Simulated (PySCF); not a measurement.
**AlH₆S−, an ion with solvent molecules: interaction energy**

An exercise on one series of results from a longer session: the logs are not shown, and one member is left open.

Computed with PySCF 2.14.0; each step states its level. No surroundings beyond the atoms listed, unless a continuum is named. Atoms count from 0, parts from 1.

### Starting point

8 atoms, charge -1, multiplicity 1; geometry: GFN2-xTB. Parts: 1 = atoms 0–4, `[AlH4-]`, charge -1; 2 = atoms 5–7, `S`, charge 0.

The first run:

The job: settings as JSON, then the geometry in Å.

```
{"job": {"xc": "PBE0", "basis": "def2-SVPD", "d3": "d3bj", "grid": 2, "kind": "geom"}, "charge": -1, "multiplicity": 1, "parts": [{"atoms": "0-4", "charge": -1, "multiplicity": 1}, {"atoms": "5-7", "charge": 0, "multiplicity": 1}]}
Al     0.003013    -0.018843     0.091619
H     -0.929775    -0.388832     1.391844
H      0.074346     1.619768    -0.057956
H     -0.722580    -0.619778    -1.219119
H      1.477050    -0.603812     0.288012
S     -3.078820     1.406482    -0.096678
H     -2.570470     0.354550     0.529594
H     -1.846486     1.802089    -0.389552
```

Command:

```bash
$ OMP_NUM_THREADS=1 python cluster_run.py task.json out
```

The driver reads the jobs from task.json and runs them one after another.

Steps of the session up to this table: Optimising the geometry at PBE0-D3(BJ)/def2-SVPD; Coupled-cluster interaction energy: CCSD(T) and MP2.

One of the session's tables, all rows but one given; the rest of the session is left out.

It belongs to the step «Coupled-cluster interaction energy: CCSD(T) and MP2». 

| method | interaction energy (kcal/mol) |
| --- | --- |
| HF/aug-cc-pVDZ | -4.23 |
| MP2/aug-cc-pVDZ | -8.61 |
| CCSD/aug-cc-pVDZ | ? |
| CCSD(T)/aug-cc-pVDZ | -7.76 |
| HF/aug-cc-pVTZ | -3.94 |
| MP2/aug-cc-pVTZ | -9.22 |
| SCS-MP2/aug-cc-pVTZ | -7.74 |
| MP2, extrapolated | -9.59 |
| CCSD(T), limit estimate | -8.74 |

Estimate the missing values for CCSD/aug-cc-pVDZ.

**Answer.** interaction energy (kcal/mol): -7.15. In the column «interaction energy (kcal/mol)» it lies between SCS-MP2/aug-cc-pVTZ (-7.74) and HF/aug-cc-pVDZ (-4.23).

Limits of these values: The interaction energy leaves out the deformation of the parts, 1.32 kcal/mol (MP2); added to the CCSD(T) estimate it gives a binding of about -7.41 kcal/mol.
